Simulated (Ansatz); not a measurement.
**H$_{2}$N–C, doublet: the ladder up to UCCSDT(Q)**

Geometry: a PBE0/def2-TZVP stationary point for this spin, not checked as a minimum.

```yaml
atoms:
  - { symbol: N, position_ang: [0.0000, 0.0000, 0.5108] }
  - { symbol: C, position_ang: [0.0000, 0.0000, -0.7748] }
  - { symbol: H, position_ang: [0.0000, 0.8569, 1.0670] }
  - { symbol: H, position_ang: [0.0000, -0.8569, 1.0670] }
```

Basis cc-pVDZ; Ansatz 0.2.0. Only valence electrons are correlated (noble-gas cores frozen), which leaves 11 electrons in 36 orbitals. Prefix R: restricted or restricted open-shell reference; prefix U: unrestricted. Active spaces: valence = (11e, 10o) chosen from the atoms' valence shells.

Full CI isn't at hand for all of this; UCCSDT(Q) serves as the reference, and is uncertain by about the last step of the cluster series. The frozen core follows each run's orbitals, which can shift R against U totals by a few meV.

For open shells CISD is restricted-active-space CI with the open shells as a complete middle space.

```
UHF ⟨S²⟩                          : 0.765
T1 diagnostic (RCCSD)             : 0.0214
largest doubles amplitude (RCCSD) : 0.076
T1 diagnostic (UCCSD)             : 0.0182
```

```
                   level  E − E(UCCSDT(Q)) (mEh)  share of correlation (%)  wall time
                     RHF                  298.61                      0.00          –
                     UHF                  293.92                      1.57          –
                    RMP2                   36.08                     87.92          –
                    UMP2                   36.31                     87.84          –
                    CISD                   30.42                     89.81      2.2 s
                   RCCSD                   10.03                     96.64          –
                   UCCSD                    9.95                     96.67          –
                RCCSD(T)                    1.39                     99.53      2.7 s
                UCCSD(T)                    1.41                     99.53      2.6 s
                 BCCD(T)                    1.38                     99.54      1.4 s
                  RCCSDT                    0.67                     99.78          –
                  UCCSDT                    0.65                     99.78          –
               RCCSDT(Q)                    0.06                     99.98       18 s
  CASSCF (valence space)                  180.00                     39.72          –
  NEVPT2 (valence space)                   40.23                     86.53      6.5 s
  MRCISD (valence space)                   11.70                     96.08          –
MRCISD+Q (valence space)                    1.98                     99.34       11 s
```

The correlation energy at UCCSDT(Q), counted from RHF, is -8.126 eV. That run took 16 s on 1 thread of Arm Neoverse V1, shared host.

Times hold each run's SCF and search for its determinant on a shared host, so for small cases they say little of a method's own cost; they ran on 1 thread of Arm Neoverse V1.

Natural occupations of CASSCF (valence space) about the gap: 1.984 1.977 1.975 1.961 1.000 0.042 0.024 0.023 0.021; effectively unpaired electrons, Σ n²(2−n)², 1.02.

Atomization energy (electronic, same basis, no zero-point term; atoms at the same level, unrestricted beside the R rows where the molecule is a closed shell, with restricted open-shell steps beyond CCSDT(Q)) at UCCSDT(Q): 1173.8 kJ/mol. Errors of other levels:

```
                   level  error (kJ/mol)
                     RHF          -341.5
                     UHF          -347.1
                    RMP2            10.2
                    UMP2             7.6
                    CISD           -71.3
                   RCCSD           -20.5
                   UCCSD           -20.7
                RCCSD(T)            -2.1
                UCCSD(T)            -2.4
                 BCCD(T)            -2.0
                  RCCSDT            -1.3
                  UCCSDT            -1.6
               RCCSDT(Q)             0.1
  CASSCF (valence space)           -78.9
  NEVPT2 (valence space)           -19.6
  MRCISD (valence space)           -24.5
MRCISD+Q (valence space)           -10.8
```

This basis is far from its limit, so the value isn't to be set against a measured one. Truncated CI isn't size-consistent, which counts against it in atomization.
